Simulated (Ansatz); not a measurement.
## Worked example: correlation energy of HAl–AlH, triplet

Geometry: a point of a stretch scan, not a stationary point.

```yaml
atoms:
  - { symbol: Al, position_ang: [0.0000, 0.0000, -0.4951] }
  - { symbol: Al, position_ang: [0.0000, 0.0000, 1.8049] }
  - { symbol: H, position_ang: [0.0000, 0.0000, -4.6891] }
  - { symbol: H, position_ang: [0.0000, 0.0000, 3.3794] }
```

Basis cc-pVDZ; Ansatz 0.2.0. Only valence electrons are correlated (noble-gas cores frozen), which leaves 8 electrons in 36 orbitals. Prefix R: restricted or restricted open-shell reference; prefix U: unrestricted.

Full CI isn't at hand for all of this; UCCSDT(Q) serves as the reference, and is uncertain by about the last step of the cluster series.

The cluster runs stand on a determinant 0.42 eV above the lowest UHF solution, chosen by trial CCSD; the correlation energy below is counted from it.

Runs differ by some tens of microhartree through their thresholds and, for an open shell, their frozen cores, so steps under 0.03 kcal/mol mean nothing.

```json
{"level": "UHF determinant under the cluster runs", "total energy (hartree)": "-484.823419"}
{"level": "UMP2", "total energy (hartree)": "-484.916674"}
{"level": "UCCSD", "total energy (hartree)": "-484.950566"}
{"level": "UCCSD(T)", "total energy (hartree)": "-484.954661"}
{"level": "UCCSDT", "total energy (hartree)": "-484.956032"}
{"level": "UCCSDT(Q)", "total energy (hartree)": "-484.956281"}
```

**Question.** What is the correlation energy at UCCSDT(Q), and what share of it do UMP2 and UCCSD recover?

**Answer.** E(corr) = -484.956281 − (-484.823419) = -0.132862 hartree = -3.615 eV. UMP2: -0.093255 / -0.132862 = 70.19 %. UCCSD: -0.127147 / -0.132862 = 95.70 %.

**Question.** By how many kcal/mol does UCCSD(T) miss UCCSDT(Q) (1 hartree = 627.509 kcal/mol), and which steps make up the rest?

**Answer.** -484.954661 − (-484.956281) = 0.001620 hartree = 1.02 kcal/mol. Steps: UCCSDT − UCCSD(T) = -0.86, UCCSDT(Q) − UCCSDT = -0.16 kcal/mol. Differences between like states or geometries often cancel part of this.
